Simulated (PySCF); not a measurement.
Molecule: C4H5 (charge 0, doublet). It need not be the lowest isomer of its formula. SMILES: C=C1[CH]C1
Structure (B3LYP-D3(BJ)/def2-TZVP (Ansatz) minimum search):
```
C
C 1 1.3445
C 1 1.3564 2 151.48
H 2 1.0747 1 149.92 3 0.00
H 3 1.0811 1 121.15 2 180.00
H 3 1.0824 5 118.05 1 -180.00
C 2 1.4870 4 146.10 1 -180.00
H 7 1.0898 2 119.47 4 -73.81
H 7 1.0898 8 113.46 2 -149.46
```
Charge 0, spin multiplicity 2.

Dispersion corrections to the total energy (kcal/mol) from the dftd3 and dftd4 libraries through PySCF: D3(BJ) without and D4 with the three-body term, each with the damping fitted for the functional named.

```csv
functional,D3(BJ),D4
TPSSh,-3.90,___
BP86,___,-4.19
B2PLYP,-2.65,-2.25
BLYP,-7.26,-7.38
TPSS,-4.29,-4.40
PW6B95,-1.58,-2.88
B3LYP,___,-5.20
```

Task: Fill in the missing entries.

Result: 
- TPSSh, D4: -3.98
- BP86, D3(BJ): -5.23
- B3LYP, D3(BJ): -5.90
